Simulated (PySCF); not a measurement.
Compound: C3H3FO.
Cartesian coordinates in Å at the PBE0-D3(BJ)/def2-SVP level; atoms count from 1:
```xyz
8
C3H3FO angstrom
C      0.9872    0.7719   -0.0772
C      0.1410   -0.1013    0.4733
C     -0.9898   -0.6348   -0.3103
O     -1.2779   -0.3954   -1.4357
F     -1.7252   -1.4821    0.4223
H      0.8450    1.0942   -1.1130
H      1.8321    1.1794    0.4828
H      0.2444   -0.4508    1.5032
```

Level of theory: core-valence-separated Tamm–Dancoff BHandHLYP/aug-pcX-1 (pcseg-1 on H) in PySCF, non-relativistic, gas phase, PBE0-D3(BJ)/def2-SVP geometry. BHandHLYP without relativity tends to put these K edges a few eV too low, so spacings mean more than positions.

The lowest roots of each edge with f over 0.003 (five at most, numbered afresh; weaker and dark ones are left out), with transition dipoles (au) in the frame of the coordinates:

| root | edge | E (eV) | μx | μy | μz |
| --- | --- | --- | --- | --- | --- |
| 1 | C | 281.75 | -0.0556 | 0.0731 | 0.0305 |
| 2 | C | 282.45 | -0.0449 | 0.0589 | 0.0245 |
| 3 | C | 285.25 | -0.0605 | 0.0806 | 0.0326 |
| 4 | C | 286.57 | 0.0073 | 0.0212 | -0.0426 |
| 5 | C | 286.61 | 0.0358 | 0.0165 | 0.0278 |
| 6 | O | 529.00 | 0.0329 | -0.0438 | -0.0177 |
| 7 | O | 534.60 | -0.0127 | 0.0175 | 0.0071 |
| 8 | O | 534.96 | 0.0164 | 0.0138 | -0.0044 |
| 9 | O | 536.01 | -0.0115 | -0.0119 | 0.0082 |
| 10 | F | 684.53 | -0.0149 | 0.0199 | 0.0081 |
| 11 | F | 687.14 | -0.0140 | -0.0160 | 0.0138 |
| 12 | F | 688.00 | 0.0188 | 0.0230 | -0.0225 |
| 13 | F | 688.64 | -0.0082 | -0.0100 | 0.0079 |
| 14 | F | 688.86 | -0.0176 | -0.0128 | -0.0013 |

What are the oscillator strengths?

f = (2/3) ΔE |μ|², with ΔE in hartree (27.2114 eV):

| root | ΔE (Eh) | \|μ\|² (au) | f | core hole on |
| --- | --- | --- | --- | --- |
| 1 | 10.3540 | 0.009365 | 0.065 | C1 |
| 2 | 10.3798 | 0.006085 | 0.042 | C2 |
| 3 | 10.4827 | 0.011219 | 0.078 | C3 |
| 4 | 10.5313 | 0.002317 | 0.016 | C2 |
| 5 | 10.5328 | 0.002327 | 0.016 | C1 |
| 6 | 19.4402 | 0.003314 | 0.043 | O4 |
| 7 | 19.6461 | 0.000518 | 0.007 | O4 |
| 8 | 19.6593 | 0.000479 | 0.006 | O4 |
| 9 | 19.6981 | 0.000341 | 0.004 | O4 |
| 10 | 25.1562 | 0.000684 | 0.011 | F5 |
| 11 | 25.2520 | 0.000642 | 0.011 | F5 |
| 12 | 25.2836 | 0.001389 | 0.023 | F5 |
| 13 | 25.3070 | 0.000230 | 0.004 | F5 |
| 14 | 25.3152 | 0.000475 | 0.008 | F5 |

What is the unit vector of the normal of the molecular plane, and which share of each root's |μ|² lies along it?

(-0.57, 0.76, 0.31), up to sign.

```tsv
root	core hole on	share along it	final orbital under reflection in the plane
1	C1	1.00	odd
2	C2	1.00	odd
3	C3	1.00	odd
4	C2	0.00	even
5	C1	0.00	even
6	O4	1.00	odd
7	O4	1.00	odd
8	O4	0.00	even
9	O4	0.00	even
10	F5	1.00	odd
11	F5	0.00	even
12	F5	0.00	even
13	F5	0.00	even
14	F5	0.00	even
```

The 1s orbitals of atoms in the plane are even under the reflection, so light polarised along the normal reaches odd orbitals alone (the out-of-plane π set) and light polarised in the plane even ones.

For fixed molecules, how does the intensity of root 1 change when the electric field is turned 20° away from the normal of the molecular plane?

Intensity goes as (E·μ)², and μ lies along that direction, so it falls to cos²20° = 0.88 of its maximum; it vanishes at 90°.

Molecules are fixed in this frame and the field points along (1, 1, 0)/√2. What effective strengths 3 f cos²θ do the roots have (θ between field and μ)?

root 1 (C1): 0.003, root 2 (C2): 0.002, root 3 (C3): 0.004, root 4 (C2): 0.009, root 5 (C1): 0.029, root 6 (O4): 0.002, root 7 (O4): 0.000, root 8 (O4): 0.018, root 9 (O4): 0.011, root 10 (F5): 0.001, root 11 (F5): 0.023, root 12 (F5): 0.044, root 13 (F5): 0.008, root 14 (F5): 0.023. Root 12 is the strongest. Averaged over all orientations cos²θ is 1/3, which gives f back.

Time: 7.6 s; peak memory 0.77 GiB. Hardware: one thread of an Arm Neoverse V2, shared host with 96 logical CPUs at a one-minute load of 52.

One conformer stands for the species.
